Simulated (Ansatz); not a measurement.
Which is lower?

Two relaxed structures of Si$_{2}$H$_{7}$S (charge +1), closed shell (PBE0-D4/def2-TZVP; forces vanish, vibrations not checked).

A:

Si1  (-1.476, 0.996, -0.558)
S2  (-0.160, -0.884, -0.354)
Si3  (1.707, -1.016, 1.131)
H4  (-2.481, 0.637, -1.576)
H5  (-0.432, 1.951, -0.965)
H6  (-1.947, 1.082, 0.835)
H7  (0.132, -1.159, -1.648)
H8  (1.922, 0.299, 0.372)
H9  (0.630, -0.355, 1.996)
H10  (-1.095, -1.859, -0.238)
(Å)

B:

```xyz
10
angstrom
Si -0.6163 -1.4797 -0.4059
S -1.1529 0.7126 -0.5887
Si 1.2393 -0.6641 0.9142
H -2.1581 1.1000 -1.4285
H -0.3782 1.8317 -0.8323
H -1.7162 1.2133 0.5390
H 0.0355 -1.1667 -1.7433
H 1.7499 0.6520 0.4330
H 0.8056 -0.5429 2.3264
H 2.2560 -1.7252 0.7262
```

Computed with Ansatz 0.2.0 (basis: def2-TZVPP); correlated methods freeze the cores. B3LYP uses VWN-RPA correlation.

(1) Which structure is lower at CCSD(T), and by how much? (An estimate is asked for; the value comes from the calculation.)

No T1 diagnostic of these runs exceeds 0.018.

Results:

(1) The calculation gives: A, by 21.39 kcal/mol (electronic energy, against the other). By their contacts, A is Si₂H₇S ([SiH2][SH2][SiH3]), total charge +1 and B is Si₂H₇S ([SiH3][SiH][SH3]), total charge +1.

All methods give the same order:

```
   method  E(B) − E(A) (kcal/mol)
   PBE-D4                   14.59
r2SCAN-D4                   16.22
  PBE0-D4                   16.82
 B3LYP-D4                   20.21
  wB97M-V                   22.44
       HF                   29.75
      MP2                   21.03
     CCSD                   23.23
  CCSD(T)                   21.39
```

Labels in which every atom is bracketed show which atoms are joined, not bond orders.

For scale, one of the runs: CCSD(T)/def2-TZVPP, 224 basis functions, launched by `ansatz run in.yaml --threads 2 --pin off --events-out ev --progress --plain --max-ram 4352MiB`. Hardware: 2 CPU threads of an Arm Neoverse V2, shared host. Wall time 72 s; peak host memory 3.1 GiB.
